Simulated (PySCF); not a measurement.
**Gas-phase thermal properties of C₃H₈O (1-propanol)**

Computed with PySCF (xtb for GFN2) and rigid-rotor harmonic-oscillator thermochemistry at 1 bar. Table values come from the NASA 1993 polynomials. S°(298 K) at PBE0/def2-TZVP differs from the NASA 1993 table for C₃H₈O (1-propanol) (-22 J/mol/K); whether the harmonic model or the table's entry is off was not settled. 6-31G* has spherical d functions here. All species are closed-shell singlets. B3LYP is the form with VWN-RPA correlation. No R ln 2 is added for the mirror-image form of C₃H₈O (1-propanol). The harmonic model lacks anharmonicity and excited electronic states, which grow with temperature; levels with a mode under 35 cm⁻¹ are left out. Internal rotation in C₃H₈O (1-propanol) is treated as a harmonic vibration of one conformer, which makes the entropy rough. The table's entry may be an old estimate for C₃H₈O (1-propanol) (not checked at source).

```tsv
level	point group	σ	ZPE (kJ/mol)	S°298 (J/mol/K)	Cp298 (J/mol/K)	S°1000 (J/mol/K)	H1000 − H298 (kJ/mol)
table	-	-	-	322.6	85.6	488.6	103.9
B3LYP/6-31G*	C1	1	286.8	299.2	83.9	465.8	104.8
GFN2-xTB	C1	1	279.6	300.8	84.5	469.6	106.2
HF/6-31G*	C1	1	306.5	296.4	79.7	454.9	99.9
PBE/def2-SVP	C1	1	277.0	299.7	86.4	471.4	107.8
PBE0/def2-TZVP	C1	1	285.8	300.3	84.7	468.2	105.5
```
σ: rotational symmetry number. Electronic degeneracy used: 1. Frequencies are unscaled.
